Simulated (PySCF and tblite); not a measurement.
Values are calculated unless marked as measured or tabulated.
C5H13N, numbered as in [CH3:1][CH2:2][CH2:3][N:4]([CH3:5])[CH3:6].

Level: PBE0-D3(BJ)/def2-TZVP (IEF-PCM, chloroform)//PBE0-D3(BJ)/def2-SVP, thermal terms from GFN2-xTB, symmetry numbers and mirror pairs counted. Conformers within 3 kcal/mol (GFN2-xTB free energy) were kept, 8 at most. Couplings: B3LYP/pcSseg-1 with pcJ-1 on H (gas phase; spin-dipole term only for pairs with B, N, F, Si or P). Couplings are for ¹H; a prime marks the second kind of pair between the same two sets of atoms. (PySCF 2.14, tblite 0.8.)

Torsions listed: C1–C2–C3–N4, C2–C3–N4–C5. Of a mirror pair one member is shown.

```csv
conformer,shape,weight %
1,"-173°, 165°",49.5
2,"-57°, 165°",46.3
3,"180°, -67°",3.3
4,"97°, 171°",0.7
5,"-63°, 83°",0.2
```

Question: Give the couplings in each conformer and the averages at 298.15 K (pairs that fast motion interchanges averaged).

Answer: 
```
  coupling  pairs      1      2      3      5  average (Hz)
 ²J(H1,H1)      3  -14.2  -14.1  -14.2  -14.3         -14.1
 ³J(H1,H2)      6    8.2    8.2    8.2    8.4           8.2
 ²J(H2,H2)      1  -14.0  -16.1  -14.0  -16.1         -15.0
 ³J(H2,H3)      2   13.8    4.1   14.2    3.4           9.2
³J(H2,H3′)      2    4.6    8.7    4.5    8.6           6.5
 ²J(H3,H3)      1  -13.2  -13.5  -16.1  -16.5         -13.5
 ²J(H5,H5)      6  -12.6  -12.6  -12.7  -12.7         -12.6
```

Only couplings over up to 3 bonds are listed; longer-range ones, if any, are left out.

Thermal terms of a conformer that GFN2-xTB lacks, or places elsewhere, come from the nearest GFN2-xTB minimum; such a conformer stays in the set even outside the window.
